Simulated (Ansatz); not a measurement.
# AlLiH+ (triplet): the correlation ladder, def2-TZVPP

One table from this session's results is given with a row withheld; the runs are named, their logs left out.

Computed with Ansatz 0.2.0, Gaussian basis. Level: def2-TZVPP, core rule «outside noble gas», up to 6 orbitals frozen.

The runs, in order: UHF; ROHF; CCSD(T) on UHF.

2 further runs of the same task are left out: 2 set aside as unsound or not needed.

### What is computed

The geometry is a PBE0/def2-TZVP stationary point (not a proven minimum) of the parent state, kept for this charge and spin.

3 atoms, charge 1, spin multiplicity 3.

Atoms are counted from 1 here; the program's logs count them from 0.

Bond lengths: Al1–H3 1.629 Å.

Set-up of the first run:

File in.yaml:

```yaml
crystal:
  periodic: [false, false, false]
  atoms:
    - {symbol: Al, position_ang: [0.000000, -0.083176, 0.486397]}
    - {symbol: Li, position_ang: [0.000000, 0.177408, -2.137393]}
    - {symbol: H, position_ang: [0.000000, 1.004847, 1.698425]}
basis:
  gaussian: {orbitals: def2-TZVPP}
total_charge: 1
magnetization: {spin_polarized: true, initial_magnetization: 2}
hamiltonian: {xc: hf}
output: {orbitals: {seedname: orbitals}}
```

The run is started by

```console
$ ansatz run in.yaml --threads 1 --pin off --events-out ev --progress --plain --max-ram 4096MiB --backend cpu
```

Among the steps run: UHF; ROHF; CCSD(T) on UHF.

One of the session's tables, all rows but one given; the rest of the session is left out.

| method | from UCCSD(T) (kcal/mol) |
| --- | --- |
| ROHF | +38.00 |
| UHF | ? |
| UMP2 | +10.57 |
| UCCSD | +0.96 |
| UCCSD(T) | 0 |

Q: Estimate the row for UHF from the others.

**Answer.** from UCCSD(T) (kcal/mol): +36.55. In the column «from UCCSD(T) (kcal/mol)» it lies between UMP2 (+10.57) and ROHF (+38.00).
